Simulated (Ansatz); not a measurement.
# P₂ (singlet): wave-function methods side by side, cc-pV(Q+d)Z

An exercise on one series of results from a longer session: the logs are not shown, and one member is left open.

Computed with Ansatz 0.2.0, Gaussian basis. Level: cc-pV(Q+d)Z, core rule «outside noble gas», up to 10 orbitals frozen.

To be run: UHF; CCSD(T) on RHF; CCSD(T) on UHF; CCSDT(Q) on RHF.

## The geometry

The geometry is an MP2(full)/6-31G* stationary point (not a proven minimum).

2 atoms, charge 0, spin multiplicity 1.

Atoms are counted from 1 here; the program's logs count them from 0.

Bond lengths: P1–P2 1.932 Å.

The first run:

File in.yaml:

```yaml
crystal:
  periodic: [false, false, false]
  atoms:
    - {symbol: P, position_ang: [0.000000, 0.000000, 0.000000]}
    - {symbol: P, position_ang: [0.000000, 0.000000, 1.932288]}
basis:
  gaussian: {orbitals: "cc-pV(Q+d)Z.json"}
magnetization: {spin_polarized: true, initial_magnetization: 0}
hamiltonian: {xc: hf}
output: {orbitals: {seedname: orbitals}}
```

On the command line:

```console
$ ansatz run in.yaml --threads 1 --pin off --events-out ev --progress --plain --max-ram 4160MiB --backend cpu
```

Among the steps run: UHF; CCSD(T) on RHF; CCSD(T) on UHF; CCSDT(Q) on RHF.

One table of the session follows, with a row left open; its other results are not shown here.

| method | from RCCSDT(Q) (meV) |
| --- | --- |
| RHF | +9302.6 |
| RMP2 | +1056.8 |
| UMP2 | +1692.4 |
| RCCSD | ? |
| UCCSD | +762.1 |
| RCCSD(T) | +84.8 |
| UCCSD(T) | +91.6 |
| RCCSDT | +82.4 |
| RCCSDT(Q) | 0 |

Q: Estimate the row for RCCSD from the others.

The run gave: from RCCSDT(Q) (meV): +754.6. In the column «from RCCSDT(Q) (meV)» it lies between UCCSD(T) (+91.6) and UCCSD (+762.1).

Left out of the table: UHF (another determinant or state than the rows shown).

With the free atoms at the same levels and basis (separate runs), the atomisation energy is 4.857 eV at RCCSDT(Q), 4.822 eV at RCCSD(T), 4.815 eV at UCCSD(T), 1.568 eV at RHF.

Caveats from the session: The determinant is far from a pure spin state, so its energy mixes those of several spin states (harmless only where they are near-degenerate, as at dissociation). Warnings: restricted reference is unstable; spin contamination; coupled cluster took another determinant than the lowest. Restricted and unrestricted rows rest on different reference determinants; where their highest levels disagree by more than a few hundredths of an eV, they describe different states and don't form one ladder.
